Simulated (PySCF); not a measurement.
# Reproducing measurements on PH3

**Measured values to compare with.**

From NIST CCCBDB Release 22 (SRD 101), experimental dipoles, for the gas: dipole moment (microwave Stark effect) 0.58 D.

The runs below try to reproduce these values; the comparison stands at the end.

PH3.
Atom-mapped SMILES: `[PH3:1]` (hydrogens: H2, H3, H4 on P1)

Structure used (GFN2-xTB), in Å, numbered top down from 1:
```xyz
4
PH3 angstrom
P     -0.0015    0.0035    0.5704
H     -0.5587    1.0086   -0.2056
H      1.1583   -0.0163   -0.1896
H     -0.5880   -0.9910   -0.1980
```

Runs made with PySCF (gas phase, on this GFN2-xTB geometry; no spin–orbit coupling):

| level | job | basis functions |
| --- | --- | --- |
| BLYP/pcSseg-2 | shieldings | 85 |
| BLYP/pcSseg-3 | shieldings | 175 |
| HF/pcSseg-3 | shieldings | 175 |
| KT2/pcSseg-3 | shieldings | 175 |
| LC-wPBE/pcSseg-2 | shieldings | 85 |
| LDA/pcSseg-3 | shieldings | 175 |
| OPBE/pcSseg-0 | shieldings | 19 |
| OPBE/pcSseg-3 | shieldings | 175 |
| PW91/pcSseg-2 | shieldings | 85 |
| WP04/pcSseg-0 | shieldings | 19 |
| mPW1PW91/pcSseg-3 | shieldings | 175 |
| wB97X/pcSseg-2 | shieldings | 85 |

## Comparison

**Dipole moment.** Measured: 0.58 D (NIST CCCBDB Release 22 (SRD 101), experimental dipoles).

```tsv
level	computed (D)	computed − measured (D)	% (from the printed values)
BLYP/pcSseg-2	0.72	+0.14	+24
BLYP/pcSseg-3	0.58	0.00	0
HF/pcSseg-3	0.69	+0.11	+19
KT2/pcSseg-3	0.62	+0.04	+7
LC-wPBE/pcSseg-2	0.86	+0.28	+48
LDA/pcSseg-3	0.71	+0.13	+22
OPBE/pcSseg-0	1.86	+1.28	+221
OPBE/pcSseg-3	0.74	+0.16	+28
PW91/pcSseg-2	0.80	+0.22	+38
WP04/pcSseg-0	1.41	+0.83	+143
mPW1PW91/pcSseg-3	0.68	+0.10	+17
wB97X/pcSseg-2	0.84	+0.26	+45
```

12 of the 60 levels run are shown, the closest and the furthest among them. Closest is BLYP/pcSseg-3 (0.00 D), furthest OPBE/pcSseg-0 (+1.28 D); one molecule doesn't rank methods. The computed dipoles belong to one fixed geometry; measured ones are averaged over vibrations unless marked μe. Magnitudes are compared, not signs.

The geometry is computed, not the measured one. Where a level misses, the cause wasn't examined.
